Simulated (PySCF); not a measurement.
**Boron: a sound run and one with changed settings**

Sound run: B [He] 2s2 2p1, B⁺ [He] 2s2. Calculation: PySCF 2.14, in 6-31G*; no relativity, point nucleus. The sound run starts from symmetry-adapted Hartree-Fock orbitals and uses a fine grid where one is needed.

Changed run: 26 angular points. This setting is unsound on purpose.

```json
{"species": "B", "method": "UHF", "sound run (hartree)": "-24.52197", "changed run (hartree)": "-24.52197", "converged": "yes"}
{"species": "B", "method": "LDA", "sound run (hartree)": "-24.34192", "changed run (hartree)": "-24.34206", "converged": "yes"}
{"species": "B", "method": "MN15", "sound run (hartree)": "-24.61209", "changed run (hartree)": "-24.61056", "converged": "yes"}
{"species": "B⁺", "method": "UHF", "sound run (hartree)": "-24.23404", "changed run (hartree)": "-24.23404", "converged": "yes"}
{"species": "B⁺", "method": "LDA", "sound run (hartree)": "-24.03248", "changed run (hartree)": "-24.03248", "converged": "yes"}
{"species": "B⁺", "method": "MN15", "sound run (hartree)": "-24.32084", "changed run (hartree)": "-24.32084", "converged": "yes"}
```

Ionisation energy of B:

```tsv
method	sound run (eV)	changed run (eV)
UHF	7.835	7.835
LDA	8.420	8.424
MN15	7.925	7.883
```

A coarse angular grid integrates products of high-l functions wrongly, so density functionals can shift, and the SCF can exploit the error; Hartree-Fock and MP2 need no grid.

For comparison, NIST gives 8.298 eV between the lowest levels.
